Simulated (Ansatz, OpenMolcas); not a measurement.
## SiO2 (silicon dioxide molecule): the energy, rung by rung

SiO2: 3 atoms, total charge 0, spin state singlet. SMILES: `O=[Si]=O`. The shape is that of a GFN2-xTB optimisation.

```xyz
3

O     0.6912    1.2173    0.5137
Si   -0.0007    0.0004   -0.0002
O    -0.6905   -1.2177   -0.5136
```

Each level gives the energy change with the O1–Si2 bond stretched from 1.491 to 2.237 Å (eV). The values are calculated.

| level | kind | program | value (eV) | less FCI/STO-3G | CPU time (all runs) |
| --- | --- | --- | --- | --- | --- |
| HF/STO-3G (restricted) | Hartree–Fock | Ansatz | 1.34 | -1.05 | 0.3 s |
| PBE/STO-3G (unrestricted) | GGA | OpenMolcas | 2.61 | +0.22 | 9.1 s |
| BHLYP/STO-3G (restricted) | global hybrid | Ansatz | 2.60 | +0.21 | 1.9 s |
| RPA@PBE/STO-3G (restricted) | RPA | Ansatz | 1.52 | -0.87 | 3 s |
| MP2/STO-3G (restricted) | perturbation theory | OpenMolcas | 2.66 | +0.27 | 3.3 s |
| SC-NEVPT2(2,2)/STO-3G | multireference | OpenMolcas | 2.50 | +0.11 | 3.1 s |
| BCCD(T)/STO-3G (restricted) | coupled cluster or CI | Ansatz | 2.57 | +0.18 | 0.92 s |
| CCSD(T)/STO-3G (restricted) | coupled cluster or CI | Ansatz | 2.51 | +0.12 | 0.8 s |
| CISD/STO-3G (restricted) | coupled cluster or CI | OpenMolcas | 2.11 | -0.28 | 3.5 s |
| FCI/STO-3G | exact in the basis | OpenMolcas | 2.39 | 0.00 | 77 s |

FCI/STO-3G is exact within its basis and frozen core, so for wave-function methods in that basis the difference is their error; functionals converge differently with the basis, so for them it is only a difference. The first shape isn't each level's own minimum. The values span 1.34 to 2.66 eV. Spin contamination of the reference (⟨S²⟩ at least 0.1 too high) touches PBE/STO-3G. All rows use very small basis sets, so none should be taken for the real molecule's value. Times are those of the runs behind each value, whatever else they computed, on shared processors of several kinds: orders of magnitude only.
